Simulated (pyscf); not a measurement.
Hydrogen shift: `[CH2][C]([CH3])=[O]` [doublet] → `[CH2][C](=[CH2])[OH]` [doublet]

Gas phase, doublet surface, charge 0. Bonds broken: C1–H9. Bonds formed: O8–H9. Optimised with ωB97X-D3(BJ)/def2-SVP in PySCF.

Transition state (Å):

```xyz
9

C     -0.4232     0.5420     0.2463
C     -0.4958    -0.4316     1.3623
C     -0.9863    -1.6504     1.5749
H     -1.3259     1.1120    -0.0061
H      0.3020     0.3598    -0.5565
H     -0.8798    -2.1330     2.5491
H     -1.5016    -2.1789     0.7713
O      0.1755     0.3872     2.2319
H      0.2193     1.1887     1.2641
```

One imaginary mode, 2154i cm⁻¹; descent along it reached the two sides named.

| bond | change | reactant side (Å) | saddle | product side |
|---|---|---|---|---|
| C1–H9 | breaks | 1.098 | 1.366 | 2.413 |
| O8–H9 | forms | 2.524 | 1.257 | 0.963 |

Electronic energies relative to the reactant's lowest minimum found (eV):

```tsv
level	barrier	reaction energy	reverse barrier
ωB97X-D3(BJ)/def2-TZVP	2.45	+0.36	2.09
PBE/def2-TZVP	2.08	+0.27	1.81
r²SCAN/def2-TZVP	2.28	+0.27	2.01
B3LYP-D3(BJ)/def2-TZVP	2.36	+0.29	2.08
PBE0-D3(BJ)/def2-TZVP	2.30	+0.27	2.03
M06-2X/def2-TZVP	2.41	+0.29	2.12
ωB97M-D3(BJ)/def2-TZVP	2.42	+0.31	2.11
HF/def2-TZVP	3.16	+0.37	2.79
```

With ωB97M-D3(BJ)/def2-TZVP energies and thermal terms (ideal gas, 1 atm, RRHO with modes under 100 cm⁻¹ raised to 100, one conformer, R ln 2 for chiral ones without a mode under 150 cm⁻¹), in eV:

| T (K) | ΔH‡ | ΔG‡ | ΔH | ΔG |
|---|---|---|---|---|
| 298 | 2.28 | 2.32 | +0.31 | +0.33 |
| 600 | 2.27 | 2.37 | +0.32 | +0.36 |
| 900 | 2.26 | 2.43 | +0.33 | +0.38 |
| 1200 | 2.24 | 2.49 | +0.33 | +0.39 |

The same reactants have a lower exit, to H₂C=C=O + CH₃• (no saddle counted: cutting one bond, which may have a small barrier of its own, costs +1.49 eV at ωB97M-D3(BJ)/def2-TZVP, against +2.42 eV here). •H₂C–C(=CH₂)–OH lies 0.36 eV over its isomer H₃C–CH₂–C•=O (electronic energy, ωB97M-D3(BJ)/def2-TZVP). One saddle was located; it need not be the lowest between these sides.
